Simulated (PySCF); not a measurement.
# Gas-phase thermal properties of NH2OH

Computed with PySCF (xtb for GFN2) and rigid-rotor harmonic-oscillator thermochemistry at 1 bar. Table values come from the NASA 1993 polynomials. 6-31G* has spherical d functions here. All species are closed-shell singlets. B3LYP is the form with VWN-RPA correlation. The harmonic model lacks anharmonicity and excited electronic states, which grow with temperature; levels with a mode under 35 cm⁻¹ are left out. Internal rotation in NH2OH is treated as a harmonic vibration of one conformer, which makes the entropy rough. The table's entry may be an old estimate for NH2OH (not checked at source).

```json
[
 {"level": "table", "point group": "-", "σ": "-", "ZPE (kJ/mol)": "-", "S°298 (J/mol/K)": "236.2", "Cp298 (J/mol/K)": "46.5", "S°1000 (J/mol/K)": "311.7", "H1000 − H298 (kJ/mol)": "46.1"},
 {"level": "B3LYP/6-31G*", "point group": "Cs", "σ": "1", "ZPE (kJ/mol)": "105.8", "S°298 (J/mol/K)": "234.7", "Cp298 (J/mol/K)": "43.1", "S°1000 (J/mol/K)": "305.4", "H1000 − H298 (kJ/mol)": "43.4"},
 {"level": "GFN2-xTB", "point group": "Cs", "σ": "1", "ZPE (kJ/mol)": "99.3", "S°298 (J/mol/K)": "238.1", "Cp298 (J/mol/K)": "44.9", "S°1000 (J/mol/K)": "311.3", "H1000 − H298 (kJ/mol)": "44.8"},
 {"level": "HF/6-31G*", "point group": "Cs", "σ": "1", "ZPE (kJ/mol)": "115.9", "S°298 (J/mol/K)": "233.1", "Cp298 (J/mol/K)": "41.4", "S°1000 (J/mol/K)": "300.5", "H1000 − H298 (kJ/mol)": "41.4"},
 {"level": "PBE/def2-SVP", "point group": "Cs", "σ": "1", "ZPE (kJ/mol)": "102.1", "S°298 (J/mol/K)": "235.2", "Cp298 (J/mol/K)": "44.0", "S°1000 (J/mol/K)": "307.5", "H1000 − H298 (kJ/mol)": "44.4"},
 {"level": "PBE0/def2-TZVP", "point group": "Cs", "σ": "1", "ZPE (kJ/mol)": "106.9", "S°298 (J/mol/K)": "234.0", "Cp298 (J/mol/K)": "42.9", "S°1000 (J/mol/K)": "304.8", "H1000 − H298 (kJ/mol)": "43.4"}
]
```
σ: rotational symmetry number. Electronic degeneracy used: 1. Frequencies are unscaled.
